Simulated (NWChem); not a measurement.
# One shape, several levels: [HO2]− (hydroperoxide(1-))

Aim: a comparison of 6 runs (HF/STO-3G, B3LYP/cc-pVDZ, B3LYP/def2-TZVP, B3LYP/def2-TZVPPD, MP2/cc-pVDZ, MP2/aug-cc-pVDZ) of [HO2]− (hydroperoxide(1-)). 

Program for the calculation: NWChem 7.3.0.

4 further runs of the same task are left out: 4 set aside as unsound or not needed. Runs told in other sessions of the task aren't counted.

## 1. The structure to begin with

[HO2]−: 3 atoms, total charge -1, spin state singlet. As SMILES, `[O-]O`. The coordinates come from a PBE0-D4/def2-TZVPD relaxation.

Bond lengths: O1–O2 1.479 Å, O2–H3 0.961 Å. Angles: O1–O2–H3 100.1°.

## 2. Energy and forces at HF/STO-3G (run 1)

Input file run.py:

```python
from ase import Atoms
from ase.calculators.nwchem import NWChem

mol = Atoms('OOH', positions=[
    [-0.357760, 1.025590, -0.080830],
    [-0.242260, -0.445880, -0.180750],
    [0.600030, -0.579720, 0.261570],
])

calc = NWChem(
    label='input',
    theory='scf',
    memory='2200 mb',
    basis='STO-3G',
    basispar='spherical bse',
    charge=-1,
    scf={'nopen': '0', 'rhf': None, 'thresh': '1e-08', 'maxiter': '80'},
)
mol.calc = calc

forces = mol.get_forces()
print("Total energy (eV):", round(mol.get_potential_energy(), 6))
print("forces (eV/A):")
for s, f in zip(mol.symbols, forces):
    print(f"{s:2s} {f[0]:10.5f} {f[1]:10.5f} {f[2]:10.5f}")
print("dipole (e A):", mol.get_dipole_moment().round(4))
```

On the command line:

```console
$ export ASE_NWCHEM_COMMAND="nwchem PREFIX.nwi > PREFIX.nwo"
$ python run.py
```

What it wrote:

```text
Total energy (eV): -4025.424863
forces (eV/A):
O    -0.22255   -0.93506   -0.22410
O    -2.72383    1.92025   -1.26601
H     2.94638   -0.98520    1.49016
dipole (e A): [ 0.4255 -0.4615  0.1799]
```

The calculator wrote input.nwi:

```
title "input"

permanent_dir input

scratch_dir input

start input

geometry units angstrom nocenter noautosym noautoz
  O  -3.5776000000000002e-01 1.0255900000000000e+00 -8.0829999999999999e-02
  O  -2.4226000000000000e-01 -4.4588000000000000e-01 -1.8074999999999999e-01
  H  6.0002999999999995e-01 -5.7972000000000001e-01 2.6157000000000002e-01
end

charge -1

memory 2200 mb

basis spherical bse noprint
   * library STO-3G
end

scf
  nopen 0
  rhf
  thresh 1e-08
  maxiter 80
end

task scf gradient
```

input.nwo:

```text
Northwest Computational Chemistry Package (NWChem) 7.3.0
             --------------------------------------------------------

           Job information
           ---------------

    nwchem branch   = 7.3.0
    use scalapack   = T
    input           = input.nwi
    prefix          = input.
    data base       = input/input.db
    status          = startup
    nproc           =        1

           Memory information
           ------------------

    heap     =     72089596 doubles =      550.0 Mbytes
    stack    =     72089601 doubles =      550.0 Mbytes
    global   =    144179200 doubles =     1100.0 Mbytes (distinct from heap & stack)
    total    =    288358397 doubles =     2200.0 Mbytes
    verify   = yes
    hardfail = no

           Directory information
           ---------------------

  0 permanent = input
  0 scratch   = input

                                NWChem Input Module
                                -------------------

                                       input
                                       -----

[... 93 lines left out ...]
 Convergence threshold     :          1.000E-08
[... 13 lines left out ...]
       Final RHF  results
[... 3 lines left out ...]
      One-electron energy =   -273.688666283464
[... 1 line left out ...]
 Nuclear repulsion energy =     29.527069338859
[... 19 lines left out ...]
                       ROHF Final Molecular Orbital Analysis
[... 99 lines left out ...]
     L   x y z        total         open         nuclear
     -   - - -        -----         ----         -------
     0   0 0 0     -1.000000      0.000000     17.000000

     1   1 0 0      0.804012      0.000000     -7.937095
[... 8 lines of this table left out ...]
     2   0 0 2     -7.803765      0.000000      1.364330

                              NWChem Gradients Module
                              -----------------------

                                       input

  wavefunction    =   RHF

                         RHF ENERGY GRADIENTS

    atom               coordinates                        gradient
                 x          y          z           x          y          z
   1 O      -0.676068   1.938084  -0.152747    0.004328   0.018184   0.004358
   2 O      -0.457805  -0.842591  -0.341568    0.052970  -0.037343   0.024620
   3 H       1.133892  -1.095512   0.494296   -0.057298   0.019159  -0.028979

                 ----------------------------------------
                 |  Time  |  1-e(secs)   |  2-e(secs)   |
                 ----------------------------------------
                 |  CPU   |       0.00   |       0.01   |
                 ----------------------------------------
                 |  WALL  |       0.00   |       0.01   |
                 ----------------------------------------

 Task  times  cpu:        0.1s     wall:        0.1s
 Total times  cpu:        0.1s     wall:        0.1s
```

It took 1.2 s on 1 thread of Intel Xeon Platinum 8488C (Sapphire Rapids), shared host; peak memory 0.1 GiB.

## 3. Energy and forces at B3LYP/cc-pVDZ (run 2)

Input file run.nw:

```
start run
title "HO2 gradient"
memory stack 880 mb heap 220 mb global 1100 mb
charge -1
geometry units angstrom noautosym nocenter noautoz
  O       -0.357760       1.025590      -0.080830
  O       -0.242260      -0.445880      -0.180750
  H        0.600030      -0.579720       0.261570
end
basis "ao basis" spherical bse
  * library cc-pVDZ
end
dft
  xc b3lyp
  grid xfine
  convergence energy 1e-08
  maxiter 100
  mulliken
  print low
end
task dft gradient
```

On the command line:

```console
$ nwchem run.nw > run.out
```

What it wrote:

```text
[...]
 d= 0,ls=0.0,diis     1   -150.7359897864 -1.80D+02  4.01D-02  1.66D+00     0.8
[...]
 d= 0,ls=0.0,diis     8   -150.8975813104 -2.04D-09  2.04D-06  1.02D-08     3.7
         Total DFT energy =     -150.897581310430
      One electron energy =     -273.112445499482
           Coulomb energy =      110.518824124131
    Exchange-Corr. energy =      -17.831029273938
 Nuclear repulsion energy =       29.527069338859
[...]
      Total Density - Mulliken Population Analysis
     ---------------------------------------------
    Atom       Charge   Shell Charges
 -----------   ------   -------------------------------------------------------
    1 O    8     8.72   2.01  0.84  1.09  2.70  2.08  0.01
    2 O    8     8.35   2.01  0.85  0.91  2.79  1.77  0.02
    3 H    1     0.93   0.73  0.13  0.08
[...]
                         DFT ENERGY GRADIENTS
    atom               coordinates                        gradient
                 x          y          z           x          y          z
   1 O      -0.676068   1.938084  -0.152747    0.000977  -0.019419  -0.001616
   2 O      -0.457805  -0.842591  -0.341568    0.006830   0.019136   0.005821
   3 H       1.133892  -1.095512   0.494296   -0.007807   0.000283  -0.004205
 Task  times  cpu:        4.3s     wall:        4.3s
 Total times  cpu:        4.4s     wall:        4.4s
```

Wall time 5.1 s (1 thread of Intel Xeon Platinum 8488C (Sapphire Rapids), shared host); peak memory 0.12 GiB.

Runs 3 to 5 aren't shown in full; the table further down has their settings and results.

## 4. Energy and forces at MP2/aug-cc-pVDZ (run 6)

Input file run.py:

```python
from ase import Atoms
from ase.calculators.nwchem import NWChem

system = Atoms(['O', 'O', 'H'], positions=[
    [-0.357760, 1.025590, -0.080830],
    [-0.242260, -0.445880, -0.180750],
    [0.600030, -0.579720, 0.261570],
])

calc = NWChem(
    label='calc',
    theory='mp2',
    memory='2200 mb',
    basis='aug-cc-pVDZ',
    basispar='spherical bse',
    charge=-1,
    scf={'nopen': '0', 'rhf': None, 'thresh': '1e-08', 'maxiter': '80'},
    mp2={'freeze': 'core 2', 'tight': None},
)
system.calc = calc

forces = system.get_forces()
print(f"energy = {system.get_potential_energy():.6f} eV")
print("forces (eV/A):")
for s, f in zip(system.symbols, forces):
    print(f"{s:2s} {f[0]:10.5f} {f[1]:10.5f} {f[2]:10.5f}")
```

On the command line:

```console
$ export ASE_NWCHEM_COMMAND="nwchem PREFIX.nwi > PREFIX.nwo"
$ python run.py
```

What it wrote:

```text
energy = -4098.336199 eV
forces (eV/A):
O    -0.00237    0.73081    0.07950
O    -0.32740   -0.77452   -0.26328
H     0.32972    0.04371    0.18378
```

The calculator wrote calc.nwi:

```
title "calc"

permanent_dir calc

scratch_dir calc

start calc

geometry units angstrom nocenter noautosym noautoz
  O  -3.5776000000000002e-01 1.0255900000000000e+00 -8.0829999999999999e-02
  O  -2.4226000000000000e-01 -4.4588000000000000e-01 -1.8074999999999999e-01
  H  6.0002999999999995e-01 -5.7972000000000001e-01 2.6157000000000002e-01
end

charge -1

memory 2200 mb

basis spherical bse noprint
   * library aug-cc-pVDZ
end

scf
  nopen 0
  rhf
  thresh 1e-08
  maxiter 80
end
mp2
  freeze core 2
  tight
end

task mp2 gradient
```

calc.nwo:

```text
Northwest Computational Chemistry Package (NWChem) 7.3.0
             --------------------------------------------------------

           Job information
           ---------------

    nwchem branch   = 7.3.0
    use scalapack   = T
    input           = calc.nwi
    prefix          = calc.
    data base       = calc/calc.db
    status          = startup
    nproc           =        1

           Memory information
           ------------------

    heap     =     72089596 doubles =      550.0 Mbytes
    stack    =     72089601 doubles =      550.0 Mbytes
    global   =    144179200 doubles =     1100.0 Mbytes (distinct from heap & stack)
    total    =    288358397 doubles =     2200.0 Mbytes
    verify   = yes
    hardfail = no

           Directory information
           ---------------------

  0 permanent = calc
  0 scratch   = calc

                                NWChem Input Module
                                -------------------

                                       calc
                                       ----

[... 93 lines left out ...]
 Convergence threshold     :          1.000E-08
[... 30 lines left out ...]
  ga_iter_lsolve: convergence stagnant ... aborting solve
[... 12 lines left out ...]
         Total SCF energy =   -150.184754553093
[... 1 line left out ...]
      Two-electron energy =     92.268612712957
[... 4 lines left out ...]
             Final eigenvalues
[... 277 lines left out ...]
 CPHF converged to   5.1D-07 in   12 iters
[... 11 lines left out ...]
 MP2 RHF      natural orbital occupation numbers
[... 38 lines left out ...]
   37    0.0003
   38    0.0003
   39    0.0003
   40    0.0003
   41    0.0002
   42    0.0002
   43    0.0002
   44    0.0001
   45    0.0001
   46    0.0000
   47    0.0000
   48    0.0000
   49    0.0000
   50    0.0000
   51    0.0000
   52   -0.0001
   53   -0.0006
   54   -0.0021
   55   -0.0021

  MP2 natural orbitals output to calc/calc.mp2nos

                         mp2 ENERGY GRADIENTS

    atom               coordinates                        gradient
                 x          y          z           x          y          z
   1 O      -0.676068   1.938084  -0.152747    0.000046  -0.014212  -0.001546
   2 O      -0.457805  -0.842591  -0.341568    0.006367   0.015062   0.005120
   3 H       1.133892  -1.095512   0.494296   -0.006412  -0.000850  -0.003574

                 ----------------------------------------
                 |  Time  |  1-e(secs)   |  2-e(secs)   |
                 ----------------------------------------
                 |  CPU   |       0.00   |       0.53   |
                 ----------------------------------------
                 |  WALL  |       0.00   |       0.53   |
                 ----------------------------------------
 -----------------------
 Task  times  cpu:       15.4s     wall:       15.4s
 Total times  cpu:       15.4s     wall:       15.4s
```

Wall time 17 s (1 thread of Intel Xeon Platinum 8488C (Sapphire Rapids), shared host); peak memory 0.12 GiB.

## 5. All runs side by side

```csv
run,level,iteration cap,module,energy (Eh),HOMO energy (eV),LUMO energy (eV),HOMO–LUMO gap (eV),wall time
1,HF/STO-3G,80,scf,-147.931636,5.00,27.00,21.99,1.2 s
2,B3LYP/cc-pVDZ,100,dft,-150.897581,–,–,–,5.1 s
3,B3LYP/def2-TZVP,100,dft,-150.996813,2.46,6.65,4.19,9 s
4,B3LYP/def2-TZVPPD,100,dft,-151.015405,1.52,4.64,3.12,13 s
5,MP2/cc-pVDZ,80,mp2,-150.512466,-1.64,11.98,13.63,4.5 s
6,MP2/aug-cc-pVDZ,80,mp2,-150.611079,-2.96,5.10,8.06,17 s
```

## 6. What came out

```
                                                    quantity          value
                                         run 6: total energy  -150.61108 Eh
                  run 6: HOMO energy (Hartree–Fock orbitals)       -2.96 eV
                  run 6: LUMO energy (Hartree–Fock orbitals)        5.10 eV
run 6: HOMO–LUMO gap (to an unbound level, set by the basis)        8.06 eV
          run 6: correlation energy (2 core orbitals frozen)     -426.3 mEh
                             run 6: largest force on an atom     0.881 eV/Å
```

**Reading.** Over runs 1, 3, 4 the HOMO–LUMO gap runs from 3.12 eV (B3LYP/def2-TZVPPD) to 21.99 eV (HF/STO-3G). The two ends differ in method and basis. The empty levels of an anion lie above zero and hang on the basis. In runs 1, 3, 4 the HOMO lies above zero, from self-interaction, a short basis or an electron that isn't bound. In run 1 the basis is minimal, so the values are rough. All runs together took 50 s, the longest 17 s.
